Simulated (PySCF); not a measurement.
Gas-phase reaction: 2 SiH2ClNH2 = H3SiNH2 + HSiNH2 + 2 Cl

Computed with PySCF and rigid-rotor harmonic-oscillator thermochemistry at 1 bar. † marks an energy on the PBE0/def2-TZVP geometry and frequencies; other levels use their own. MP2 freezes the core. 6-31G* has spherical d functions here. Open shells (unrestricted): Cl (multiplicity 2); the rest are closed-shell singlets. Spin-orbit splitting is ignored; it lowers the true energy and changes the entropy of Cl. B3LYP is the form with VWN-RPA correlation. SiH2ClNH2, H3SiNH2, HSiNH2: computed as isolated molecules; such fragments, hydroxides, amides, oligomers or adducts are transient or little studied in the gas. MP2 isn't extrapolated to the basis-set limit.

| level | ΔH°(298 K), kJ |
|---|---|
| B3LYP/6-31G* | ? |
| B3LYP/def2-TZVP† | 745 |
| HF/def2-TZVP† | 635 |
| MP2/def2-SVP† | ? |
| PBE0/def2-TZVP | 790 |
| r2SCAN/def2-TZVP† | 808 |
| LDA/def2-TZVP† | ? |

Task: What belongs in the gaps?

Result: 
- B3LYP/6-31G*, ΔH°(298 K), kJ: 721
- MP2/def2-SVP†, ΔH°(298 K), kJ: 744
- LDA/def2-TZVP†, ΔH°(298 K), kJ: 894
